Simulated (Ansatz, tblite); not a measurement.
Cost and result up the ladder for B(CO)H3 (CH₃BO) (6 atoms). Charge 0, multiplicity 1. Geometry: PBE-D4/def2-TZVP.

```
atom   x (Å)   y (Å)   z (Å)
  B1   0.118   0.378  -0.356
  C2  -0.228  -0.689   0.647
  O3  -0.479  -1.501   1.411
  H4   0.755   1.202   0.273
  H5  -0.943   0.801  -0.770
  H6   0.777  -0.191  -1.206
```

Ansatz on 2 threads of AMD EPYC 7R43 on a shared host; xTB runs through tblite on one thread. Times are rough, summed over both states, and most runs start from the orbitals of an earlier one. CCSD(T)/def2-TZVPP serves as the yardstick here, not as an exact answer. The other state is a doublet.

The xTB rows come from tblite. HSE06 is defined as in plane-wave codes, on full-range PBE exchange. Correlated methods freeze 3 core orbitals. HOMO above LUMO, or a gap near zero within one spin, warns that the state may not be the lowest or that an electron is smeared out.

Run but left out: LDA (SPW92)/def2-TZVP (charge +1 doublet: an occupied level 0.12 eV above an empty one).

Correlated methods converge slowly with the basis.

Raw xTB energies of ions are shifted by several eV.

| level | functions | wall time | vertical IE (eV) | difference from CCSD(T)/def2-TZVPP (eV) | remarks |
| --- | --- | --- | --- | --- | --- |
| GFN2-xTB | 15 | 0.005 s | 14.81 | 2.62 | – |
| GFN1-xTB | 18 | 0.009 s | 16.66 | 4.47 | – |
| PBE-D4/def2-TZVP (with forces) | 111 | 4.5 s | 12.01 | -0.18 | gap within one spin near zero (+1 doublet) |
| HSE06-D4/def2-TZVP | 111 | 5.2 s | 12.16 | -0.03 | – |
| BHLYP-D4/def2-TZVP | 111 | 6 s | 12.21 | 0.02 | – |
| r2SCAN-D4/def2-TZVP (with forces) | 111 | 7.2 s | 12.09 | -0.10 | – |
| B2PLYP/def2-TZVP | 111 | 7.4 s | 12.13 | -0.06 | – |
| B97M-V/def2-TZVP | 111 | 9.7 s | 12.27 | 0.08 | – |
| CCSD(T)/def2-TZVPP | 135 | 48 s | 12.19 | 0.00 | – |
